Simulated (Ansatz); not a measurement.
Geometry optimisation, RKS PBE-D4/cc-pVDZ (Ansatz 0.2.0).

Input file:

```yaml
crystal:
  periodic: [false, false, false]
  atoms:
    - { symbol: S, position_ang: [1.5772, 0.0759, -1.6847] }
    - { symbol: C, position_ang: [0.3912, 0.0242, -0.4479] }
    - { symbol: C, position_ang: [-0.443, -0.0379, 0.4263] }
    - { symbol: S, position_ang: [-1.4699, -0.1225, 1.686] }
    - { symbol: H, position_ang: [0.34366, 0.97972, -0.97023] }
    - { symbol: H, position_ang: [-0.6872, -0.0581, 2.7181] }
basis:
  gaussian: { orbitals: cc-pVDZ }
hamiltonian:
  xc: pbe
  dispersion: d4
relax:
  f_tol: 0.02
  max_steps: 50
output:
  orbitals: {}
```

Launched with:

```bash
$ ansatz run input.yaml --threads 1 --pin off --max-ram 2048MiB --backend cpu --events-out ev --progress --plain --runs-dir out
```

Question: Where does it end, and by what steps?

Answer: The forces met the threshold. After 33 steps the energy has fallen by 1.240 eV; S1 moved furthest, 1.11 Å. Parted: S1–H5.

| step | energy less start (eV) | largest force component (eV/Å) | accepted |
| --- | --- | --- | --- |
| 0 | 0.0000 | 3.791 | yes |
| 2 | -0.5156 | 0.695 | yes |
| 4 | -0.7315 | 1.355 | yes |
| 6 | -0.8650 | 0.671 | yes |
| 8 | -0.8848 | 0.401 | no |
| 10 | -0.9009 | 0.168 | yes |
| 12 | -0.9090 | 0.156 | yes |
| 14 | -0.9396 | 0.361 | yes |
| 16 | -0.9699 | 0.188 | yes |
| 18 | -0.9913 | 0.165 | yes |
| 20 | -1.0035 | 0.168 | yes |
| 22 | -1.0260 | 0.543 | yes |
| 24 | -1.1200 | 2.038 | yes |
| 26 | -1.1354 | 0.756 | no |
| 28 | -1.2278 | 0.422 | no |
| 30 | -1.2373 | 0.124 | yes |
| 32 | -1.2398 | 0.047 | yes |
| 33 | -1.2401 | 0.020 | yes |

```xyz
6
Properties=species:S:1:pos:R:3
S 1.072 -0.822 -1.260
C 0.421 0.616 -0.612
C 0.026 0.232 0.623
S -1.370 -0.267 1.389
H 0.413 1.630 -1.055
H -0.850 -0.527 2.643
```

The run took 3.7 min on 1 CPU thread of a shared host.
